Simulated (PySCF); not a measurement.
# CH⁺ from Hartree–Fock to correlated methods

State: ¹Σ⁺ (singlet), closed shell. Set-up: basis H def2-TZVPPD, C def2-TZVPPD; no relativity; PySCF 2.14. De refers to H + C⁺ in their high-spin ground configurations, without counterpoise correction. A positive dipole points towards C; it is taken about the centre of mass and depends on that origin.

```csv
Level,Re (Å),ωe (cm⁻¹),De (eV),μ (D),"CPU s a point (SCF and correlation, without the integrals)"
RHF,1.113,3056,3.08,-1.92,0.068
RHF-MP2,1.124,2939,4.00,n/a,0.099
RHF-SCS-MP2,1.125,2928,4.12,n/a,n/a
RHF-CCSD,1.130,2860,4.15,n/a,n/a
RHF-CCSD(T),1.131,2848,4.18,n/a,0.69
PBE,1.154,2678,4.20,-1.75,0.39
PBEsol,1.161,2644,4.32,-1.77,0.26
PW91,1.151,2687,4.21,-1.76,0.27
BP86,1.154,2673,4.32,-1.75,0.26
r²SCAN,1.141,2772,4.03,-1.79,0.67
TPSSh,1.138,2802,4.26,-1.82,0.78
PBE0,1.140,2803,4.11,-1.80,0.77
M06,1.129,2483,4.24,-1.88,0.8
LC-ωPBE,1.137,2852,4.08,-1.84,0.48
```

The bond length runs from 1.113 Å (RHF) to 1.161 Å (PBEsol). De spans 3.08 eV (RHF, mean field) to 4.32 eV (BP86, GGA). Correlation at CCSD(T) changes the Hartree–Fock bond energy by +1.10 eV; the triples alone change it by +0.03 eV.

Correlated steps freeze 1 core orbital. For an ion De counts to the pair picked by the measured ionisation energies or electron affinities, which need not be the lowest pair at this level. Where the molecule has an RHF reference, its open-shell atoms are computed with UHF.

The whole job (state search and all levels along the bond) took about 1.4 min on 1 thread of Arm Neoverse V1 (shared host), peak memory 0.68 GiB.
